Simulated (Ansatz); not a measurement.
## GeS (Pnma, No. 62)

Computed with PBE (PAW; Ansatz, an electronic-structure program).

Settings: plane-wave cutoff 500 eV, 12×10×4 k mesh (along the axes of the cell as run), Fermi–Dirac smearing 0.05 eV, scalar-relativistic PAW data made under PBE.

Cell (relaxed at this level):

```cif
data_Ge4S4
_chemical_formula_sum 'Ge4 S4'
_space_group_name_H-M_alt 'P 1'
_space_group_IT_number 1
_cell_length_a 3.66462
_cell_length_b 4.46219
_cell_length_c 10.77903
_cell_angle_alpha 90.000
_cell_angle_beta 90.000
_cell_angle_gamma 90.000
loop_
_space_group_symop_operation_xyz
  'x, y, z'
loop_
_atom_site_label
_atom_site_type_symbol
_atom_site_fract_x
_atom_site_fract_y
_atom_site_fract_z
_atom_site_occupancy
Ge1 Ge 0.25000 0.36453 0.37411 1
Ge2 Ge 0.25000 0.13547 0.87411 1
Ge3 Ge 0.75000 0.63547 0.62589 1
Ge4 Ge 0.75000 0.86453 0.12589 1
S1 S 0.25000 0.50289 0.15299 1
S2 S 0.25000 0.99711 0.65299 1
S3 S 0.75000 0.49711 0.84701 1
S4 S 0.75000 0.00289 0.34701 1
```

```yaml
band_gap: 1.25 eV (on the SCF k mesh)
```

Measured, for comparison: band gap 1.65 eV (room temperature, no zero-point or thermal correction, our sources range from 1.58 to 1.65; as tabulated in Setten et al. (2017), arXiv:1709.07349).

Note: the cell comes from a level without a dispersion term, which matters for the spacing of layers, chains or molecules; the volume lies 8 % above that of the published cell; the cell has widely spaced layers and the level no dispersion term, so their spacing and the moduli can rest on weak binding.

Spin–orbit coupling is not included.

Cost on a shared machine: very roughly 12 core-minutes.
